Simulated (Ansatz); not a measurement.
Born–Oppenheimer molecular dynamics of CH₅AlO (8 atoms, charge 0, multiplicity 1). It starts from a relaxed structure.

Theory: Ansatz 0.2.0, RKS BLYP/def2-SVP.

| Property | Result |
| --- | --- |
| ensemble | NVT, Langevin thermostat |
| time step | 0.5 fs |
| steps asked | 150 |
| set temperature | 700 K |
| friction | 0.01 /fs |
| seed | 968095 |

Frames 0.5 fs apart, positions in Å.

Velocities at 45.0 fs (Å/ps):

```
Al -3.82 6.06 -1.25
O -6.31 -3.64 -2.38
H -27.81 -17.58 -15.19
H 24.72 -24.00 9.60
C -1.30 2.62 1.00
H 10.11 1.87 -1.23
H 12.94 21.90 -21.93
H -32.47 -21.67 7.80
```

```xyz
8
Properties=species:S:1:pos:R:3 time_fs=45.0 energy_less_start_eV=0.319 T=398
Al -0.129 -0.029 -0.012
O -0.176 -0.072 1.647
H -0.977 -0.180 2.216
H 1.336 -0.053 -0.537
C -1.865 -0.148 -0.902
H -2.638 -0.391 -0.167
H -2.139 0.924 -1.178
H -1.750 -0.663 -1.827
8
Properties=species:S:1:pos:R:3 time_fs=45.5 energy_less_start_eV=0.309 T=436
Al -0.131 -0.026 -0.013
O -0.180 -0.073 1.646
H -0.990 -0.189 2.208
H 1.349 -0.066 -0.532
C -1.866 -0.147 -0.902
H -2.633 -0.391 -0.167
H -2.132 0.934 -1.188
H -1.767 -0.675 -1.825
8
Properties=species:S:1:pos:R:3 time_fs=46.0 energy_less_start_eV=0.294 T=427
Al -0.134 -0.023 -0.013
O -0.183 -0.075 1.645
H -1.001 -0.195 2.198
H 1.363 -0.079 -0.529
C -1.866 -0.145 -0.901
H -2.628 -0.394 -0.166
H -2.125 0.942 -1.197
H -1.786 -0.689 -1.826
8
Properties=species:S:1:pos:R:3 time_fs=46.5 energy_less_start_eV=0.279 T=437
Al -0.136 -0.020 -0.014
O -0.185 -0.077 1.645
H -1.010 -0.200 2.187
H 1.378 -0.090 -0.525
C -1.867 -0.143 -0.900
H -2.626 -0.397 -0.165
H -2.117 0.949 -1.205
H -1.806 -0.705 -1.829
8
Properties=species:S:1:pos:R:3 time_fs=47.0 energy_less_start_eV=0.264 T=442
Al -0.139 -0.017 -0.014
O -0.188 -0.080 1.645
H -1.017 -0.204 2.176
H 1.392 -0.102 -0.523
C -1.867 -0.140 -0.898
H -2.625 -0.401 -0.165
H -2.109 0.952 -1.211
H -1.826 -0.723 -1.834
8
Properties=species:S:1:pos:R:3 time_fs=47.5 energy_less_start_eV=0.257 T=439
Al -0.141 -0.013 -0.014
O -0.190 -0.083 1.646
H -1.022 -0.208 2.164
H 1.404 -0.113 -0.522
C -1.867 -0.137 -0.896
H -2.625 -0.407 -0.164
H -2.101 0.953 -1.216
H -1.847 -0.741 -1.839
8
Properties=species:S:1:pos:R:3 time_fs=48.0 energy_less_start_eV=0.257 T=465
Al -0.143 -0.010 -0.015
O -0.194 -0.086 1.647
H -1.027 -0.212 2.151
H 1.414 -0.121 -0.522
C -1.868 -0.133 -0.895
H -2.628 -0.415 -0.164
H -2.091 0.953 -1.220
H -1.867 -0.758 -1.843
8
Properties=species:S:1:pos:R:3 time_fs=48.5 energy_less_start_eV=0.264 T=477
Al -0.146 -0.007 -0.016
O -0.197 -0.088 1.648
H -1.031 -0.215 2.136
H 1.423 -0.129 -0.524
C -1.868 -0.128 -0.893
H -2.632 -0.423 -0.162
H -2.082 0.950 -1.224
H -1.888 -0.774 -1.845
8
Properties=species:S:1:pos:R:3 time_fs=49.0 energy_less_start_eV=0.278 T=445
Al -0.148 -0.005 -0.016
O -0.201 -0.090 1.650
H -1.034 -0.218 2.122
H 1.431 -0.136 -0.526
C -1.869 -0.123 -0.892
H -2.637 -0.433 -0.160
H -2.073 0.946 -1.228
H -1.908 -0.788 -1.844
8
Properties=species:S:1:pos:R:3 time_fs=49.5 energy_less_start_eV=0.297 T=419
Al -0.150 -0.002 -0.018
O -0.205 -0.092 1.652
H -1.037 -0.221 2.109
H 1.438 -0.142 -0.528
C -1.870 -0.118 -0.891
H -2.643 -0.441 -0.160
H -2.065 0.939 -1.233
H -1.929 -0.799 -1.839
8
Properties=species:S:1:pos:R:3 time_fs=50.0 energy_less_start_eV=0.320 T=413
Al -0.153 0.001 -0.019
O -0.209 -0.094 1.655
H -1.042 -0.223 2.097
H 1.443 -0.148 -0.529
C -1.871 -0.113 -0.891
H -2.649 -0.450 -0.159
H -2.059 0.932 -1.236
H -1.950 -0.809 -1.833
8
Properties=species:S:1:pos:R:3 time_fs=50.5 energy_less_start_eV=0.345 T=445
Al -0.155 0.004 -0.020
O -0.213 -0.095 1.658
H -1.049 -0.225 2.086
H 1.447 -0.155 -0.529
C -1.871 -0.109 -0.891
H -2.657 -0.459 -0.161
H -2.055 0.925 -1.238
H -1.972 -0.817 -1.824
```

Of the whole run (75 fs, mean temperature of the second half 369 K): The mean temperature of the second half is 47 % below the set value. A run of 0.075 ps of so small a system gives no equilibrium averages.

Run time: 4.5 min on 1 thread of Arm Neoverse V1, with other jobs on the host, peak memory 0.11 GiB.
